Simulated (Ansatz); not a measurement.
Two isomers of C4H5Cl: A = `CC=C=CCl`, B = `C=C=CCCl`.

Calculated with Ansatz (gas phase, PBE0-D4/def2-TZVP geometries, no zero-point term in ΔE). CCSD(T)/CBS adds triple-zeta CCSD(T) − MP2 to the extrapolated MP2 energy (def2 sets, frozen cores). Functionals use def2-TZVPP. B3LYP here is the variant with VWN-RPA as its local correlation; programs differ in this. One conformer a species, not always the lowest.

(1) Which is lower in electronic energy at CCSD(T)/CBS, and by how much? (Best estimate.)

(2) Give E(B) − E(A) in kJ/mol with CCSD/def2-TZVPP, B3LYP-D4, r2SCAN-D4, ωB97M-V, B2PLYP, CCSD(T)/def2-TZVPP, HF/def2-TZVPP. (Best estimate.)

Largest T1 diagnostic: 0.011.

Answers

(1) Computed: B, by 4.4 kJ/mol.

(2) The calculation gave: CCSD/def2-TZVPP -4.4, B3LYP-D4 -1.8, r2SCAN-D4 -0.1, ωB97M-V -4.0, B2PLYP -1.8, CCSD(T)/def2-TZVPP -3.3, HF/def2-TZVPP -9.4. None reverses the order clearly.

In def2-TZVPP, CCSD(T) changes the Hartree–Fock value by +6.1 kJ/mol (the triples alone add +1.1 kJ/mol) and MP2 by +7.2 kJ/mol.
